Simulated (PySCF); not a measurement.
Species: propanamide, C3H7NO.
Atom-mapped SMILES: `[CH3:1][CH2:2][C:3]([NH2:4])=[O:5]` (hydrogens: H6, H7, H8 on C1; H9, H10 on C2; H11, H12 on N4)

Geometry (PBE0-D3(BJ)/def2-SVP, Å), atoms numbered from 1 in this order:
```
atom  x, y, z in Å
C1    -1.746   -0.100   -0.133
C2    -0.299   -0.548   -0.121
C3     0.658    0.579    0.235
N4     1.975    0.237    0.219
O5     0.283    1.698    0.514
H6    -1.902    0.697   -0.873
H7    -2.036    0.309    0.844
H8    -2.416   -0.938   -0.376
H9    -0.002   -0.958   -1.102
H10   -0.144   -1.368    0.603
H11    2.292   -0.694   -0.007
H12    2.657    0.946    0.454
```

Theory: core-valence-separated Tamm–Dancoff BHandHLYP/aug-pcX-1 (pcseg-1 on H) in PySCF, non-relativistic, gas phase, PBE0-D3(BJ)/def2-SVP geometry. BHandHLYP without relativity tends to put these K edges a few eV too low, so spacings mean more than positions.

Problem. List the carbon K-edge absorption lines.

Solution. 
| E (eV) | f | core hole on | main final orbital | polarisation |
| --- | --- | --- | --- | --- |
| 284.84 | 0.0853 | C3 | LUMO+4 (40 %) | normal to the local trigonal plane |
| 285.35 | 0.0091 | C1 | LUMO+1 (63 %) | – |
| 285.59 | 0.0151 | C2 | LUMO (62 %) | – |
| 285.77 | 0.0140 | C2 | LUMO+3 (72 %) | – |
| 286.13 | 0.0062 | C1 | LUMO (40 %) | – |
| 286.21 | 0.0199 | C1 | LUMO+3 (62 %) | – |
| 286.31 | 0.0228 | C1 | LUMO+6 (32 %) | – |
| 286.68 | 0.0093 | C1 | LUMO+4 (60 %) | – |
| 286.87 | 0.0019 | C2 | LUMO+1 (63 %) | – |
| 286.99 | 0.0205 | C2 | LUMO+4 (50 %) | – |
| 287.11 | 0.0018 | C1 | LUMO+2 (32 %) | – |
| 287.37 | 0.0102 | C2 | LUMO+2 (69 %) | – |
| 287.67 | 0.0023 | C1 | spread | – |
| 287.80 | 0.0023 | C2 | LUMO+7 (30 %) | – |
| 287.94 | 0.0067 | C1 | LUMO+9 (61 %) | – |

The first line with a tenth or more of the strongest one's intensity is at 284.84 eV (f = 0.085), with the hole on C3 (amide carbonyl carbon), polarised normal to the local trigonal plane: a 1s→π* resonance. It is also the strongest listed.

Problem. Give energies, oscillator strengths and core holes at the N K edge.

Solution. 
| E (eV) | f | core hole on | main final orbital |
| --- | --- | --- | --- |
| 399.92 | 0.0120 | N4 | LUMO (74 %) |
| 400.28 | 0.0205 | N4 | LUMO+4 (45 %) |
| 400.91 | 0.0346 | N4 | spread |
| 402.23 | 0.0099 | N4 | LUMO+3 (52 %) |
| 402.34 | 0.0034 | N4 | LUMO+1 (44 %) |
| 402.92 | 0.0027 | N4 | LUMO+2 (36 %) |
| 403.09 | 0.0022 | N4 | spread |

The first line with a tenth or more of the strongest one's intensity is at 399.92 eV (f = 0.012), with the hole on N4 (amide nitrogen). The strongest listed is at 400.91 eV (f = 0.035; N4).

Problem. List the oxygen K-edge absorption lines.

Solution. 
```tsv
E (eV)	f	core hole on	main final orbital	polarisation
529.50	0.0432	O5	LUMO+4 (48 %)	normal to the local trigonal plane
532.68	0.0012	O5	LUMO (76 %)	in the local trigonal plane
533.42	0.0031	O5	LUMO+1 (78 %)	in the local trigonal plane
533.57	0.0022	O5	LUMO+2 (47 %)	in the local trigonal plane
533.97	0.0012	O5	LUMO+3 (57 %)	normal to the local trigonal plane
534.40	0.0000	O5	LUMO+2 (39 %)	–
534.69	0.0006	O5	LUMO+6 (64 %)	–
```

The first line with a tenth or more of the strongest one's intensity is at 529.50 eV (f = 0.043), with the hole on O5 (amide oxygen), polarised normal to the local trigonal plane: a 1s→π* resonance. It is also the strongest listed.

Roots within 0.03 eV whose holes lie on the same, on equivalent or on shared atoms are summed into one line, and the highest roots are left out, as the search may have cut off their partners. Final orbitals are the ground state's empty Kohn–Sham orbitals. A dash: too weak, shared between unlike atoms, or no plane or axis to refer to.

Problem. What is the summed oscillator strength of the listed C K lines, and their intensity-weighted mean energy?

Solution. Σf = 0.227 over 15 lines from 284.84 to 287.94 eV; the weighted mean is 285.84 eV. The strongest line holds 38 % of the sum.

Only the lowest roots of each edge were sought.

Rough CPU time on one thread of a shared machine: about 40 s.

One conformer stands for the species.
